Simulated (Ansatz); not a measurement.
Reaction (SMILES): [CH]=CF → [CH-]=CF (an electron is taken up)
B3LYP-D3(BJ)/def2-TZVP geometries, fixed; electronic energies without zero-point terms; positive where energy is released.
Largest species:
```xyz
5

C      0.0300     0.3889     0.0008
C      1.2398    -0.0873    -0.0066
F     -1.0719    -0.3912     0.0045
H     -0.2254     1.4461     0.0047
H      2.2534     0.2654    -0.0109
```
Charge 0, spin multiplicity 2.

Basis-set convergence of the adiabatic electron affinity at MP2 with Ansatz (a program for electronic structure). Cartesian d functions, on some or all atoms, in 6-31G*, 6-31+G*; all else is spherical. Cores are frozen. An unrestricted Hartree-Fock determinant is markedly spin-contaminated. Open shells are unrestricted. No added dispersion term, no relativity. Functions are those of the species that has most. Reference: Hartree-Fock in aug-cc-pVQZ plus the correlation part extrapolated as X^-3 from aug-cc-pVTZ and aug-cc-pVQZ, 1.822 eV, itself unsure by roughly 0.015 eV (a third of the extrapolation step and of the last Hartree-Fock step).

| basis | functions | adiabatic electron affinity (eV) |
|---|---|---|
| def2-SV(P) | 46 | ___ |
| 6-31G* | 49 | 0.420 |
| pcseg-1 | 52 | ___ |
| 6-31+G* | 61 | ___ |
| 6-311+G** | 78 | 1.518 |
| aug-cc-pVDZ | 87 | ___ |
| def2-TZVP | 105 | 1.460 |
| pcseg-2 | 118 | 1.519 |
| def2-TZVPD | 132 | 1.644 |

### Question
Some entries are withheld; supply them.

### Answer

- def2-SV(P), adiabatic electron affinity (eV): 0.720
- pcseg-1, adiabatic electron affinity (eV): 1.046
- 6-31+G*, adiabatic electron affinity (eV): 1.405
- aug-cc-pVDZ, adiabatic electron affinity (eV): 1.679
